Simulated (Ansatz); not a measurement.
A calculation with Ansatz (development build ahead of 0.2.0).

```yaml
crystal:
  periodic: [false, false, false]
  atoms:
    - { symbol: "N", position_ang: [-0.04962, -0.00137, -0.30883] }
    - { symbol: O, position_ang: [0.01347, 1.04545, 0.14579] }
    - { symbol: O, position_ang: [-0.01216, -1.04466, 0.14245] }
basis:
  gaussian: { orbitals: STO-3G }
magnetization:
  spin_polarized: true
  initial_magnetization: 1
hamiltonian:
  xc: hf
correlation:
  method: mp2
  frozen_orbitals: { "N": 1, O: 1 }
```

The input is written out in the form of the current development build from the run's settings.

Results

```
Converged                       : yes
Reference energy                : -201.23748 hartree
Correlation energy              : -0.14026 hartree
Total energy                    : -201.37773 hartree
Spin squared of the determinant : 1.058
```

Caution: the unrestricted determinant is spin contaminated.
